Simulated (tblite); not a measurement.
# GFN2-xTB run of C3H4ClO (SMILES C=C(Cl)C[O])

Wanted: a structure relaxation of C3H4ClO. Input form: a Python script.

The results are computed with tblite 0.8.0.

24 further runs of the same task are left out: 24 set aside as unsound or not needed.

### Step 1. The system as given

The species is C3H4ClO (9 atoms), meant as a doublet with charge 0. SMILES: `C=C(Cl)C[O]`. Geometry: relaxed at GFN2-xTB. This is one conformer, not always the lowest. The run starts from this shape.

Bond lengths: C1–C2 1.328 Å, C2–Cl3 1.732 Å, C2–C4 1.507 Å, C4–O5 1.303 Å, C1–H6 1.077 Å, C1–H7 1.075 Å, C4–H8 1.122 Å, C4–H9 1.123 Å. Some angles: C1–C2–Cl3 121.6°, C1–C2–C4 123.9°, Cl3–C2–C4 114.5°, C2–C4–O5 117.9°, C2–C1–H6 118.5°, C2–C1–H7 123.0°, C2–C4–H8 108.3°, C2–C4–H9 108.6°, O5–C4–H8 111.0°, O5–C4–H9 110.8°.

### Step 2. A geometry optimisation at GFN2-xTB

input.xyz reads:

```xyz
9
start geometry
C      0.554990     0.685610    -1.120290
C      0.509240    -0.035760    -0.006820
Cl     1.949430    -0.634660     0.745890
C     -0.766890    -0.400430     0.707910
O     -1.887220     0.056590     0.224570
H     -0.370880     1.034300    -1.545620
H      1.474600     0.938800    -1.616060
H     -0.802800    -1.516770     0.818640
H     -0.660480    -0.127680     1.791770
```

xtb_job.py reads:

```python
import json
import numpy as np
from tblite.interface import Calculator
from tblite.interface import symbols_to_numbers
from scipy.optimize import minimize

symbols = list(map(str, np.loadtxt("input.xyz", skiprows=2, usecols=0, dtype=str, ndmin=1)))
numbers = np.array(symbols_to_numbers(symbols))
positions = np.loadtxt("input.xyz", skiprows=2, usecols=(1, 2, 3), ndmin=2) / 0.52917721

calculator = Calculator("GFN2-xTB", numbers, positions, charge=0, uhf=1)
calculator.set("verbosity", 0)
calculator.set("accuracy", 0.01)
calculator.add("spin-polarization", 1.0)
last, frames, energies, grads = [None], [], [], []

def fun(x):
    calculator.update(x.reshape(-1, 3))
    last[0] = calculator.singlepoint(last[0])
    return float(last[0].get('energy')), last[0].get('gradient').ravel()

def show(x):
    e, g = fun(x)
    frames.append(x.reshape(-1, 3).tolist())
    energies.append(e)
    grads.append(g.reshape(-1, 3).tolist())
    print(f"{len(energies) - 1:4d} {e:16.9f} {np.abs(g).max():12.3e} {np.linalg.norm(g):12.3e}")

print("step      energy/Eh       max grad     grad norm")
show(positions.ravel())
opt = minimize(fun, positions.ravel(), jac=True, method="BFGS", callback=show, options={"gtol": 3e-05, "maxiter": 500})
print("converged:", opt.success, "-", opt.message)
fun(opt.x)
res = last[0]
final = opt.x.reshape(-1, 3)
print("final geometry (angstrom)")
for s, p in zip(symbols, final * 0.529177210903):
    print(f"{s:<2} {p[0]:12.6f} {p[1]:12.6f} {p[2]:12.6f}")
print(f"Energy: {res.get('energy') * 627.5095:.8f} kcal/mol")
eps = np.atleast_2d(res.get("orbital-energies")) * 27.211386
occ = np.atleast_2d(res.get("orbital-occupations"))
filled = occ.sum(axis=0) if eps.shape[0] == 1 else occ[0]
homo = np.nonzero(filled > 0.5)[0].max()
print("  MO   occupation   energy/eV")
for i in range(max(0, homo - 4), min(eps.shape[1], homo + 5)):
    print(f"{i + 1:4d} {filled[i]:10.4f} {eps[0, i]:12.4f}")
mu = res.get("dipole") * 2.541746
print(f"Dipole moment: {np.linalg.norm(mu):.4f} D, components " + " ".join(f"{c:.4f}" for c in mu))
q = res.get("charges")
print("Charges:", " ".join(f"{s}{i + 1}={c:+.4f}" for i, (s, c) in enumerate(zip(symbols, q))))
out = {k: np.asarray(res.get(k)).tolist() for k in ("energy", "gradient", "charges", "dipole", "orbital-energies", "orbital-occupations")}
out.update(symbols=symbols, positions=(positions * 0.529177210903).tolist(), final=final.tolist(), frames=frames, step_energies=energies, grads=grads, success=bool(opt.success))
json.dump(out, open("results.json", "w"))
```

The run is started by

```
python xtb_job.py
```

Q: Predict the results. Wanted: total energy at the end; dipole moment; HOMO energy; LUMO energy.

Answer, from the run:

At GFN2-xTB:

| quantity | value |
| --- | --- |
| total energy at the end | -16.95946 Eh |
| dipole moment | 1.70 D |
| HOMO energy (as the program lists it) | -11.35 eV |
| LUMO energy (as the program lists it) | -6.67 eV |

In words: At the final geometry: Bond lengths: C1–C2 1.325 Å, C2–Cl3 1.733 Å, C2–C4 1.509 Å, C4–O5 1.308 Å, C1–H6 1.077 Å, C1–H7 1.075 Å, C4–H8 1.120 Å, C4–H9 1.120 Å. Some angles: C1–C2–Cl3 121.8°, C1–C2–C4 124.1°, Cl3–C2–C4 114.1°, C2–C4–O5 117.5°, C2–C1–H6 118.6°, C2–C1–H7 123.0°, C2–C4–H8 108.7°, C2–C4–H9 108.7°, O5–C4–H8 110.5°, O5–C4–H9 110.5°. The optimisation took 46 steps and changed the energy by -0.001 eV. Mulliken charges run from -0.35 on O5 to +0.12 on H9.
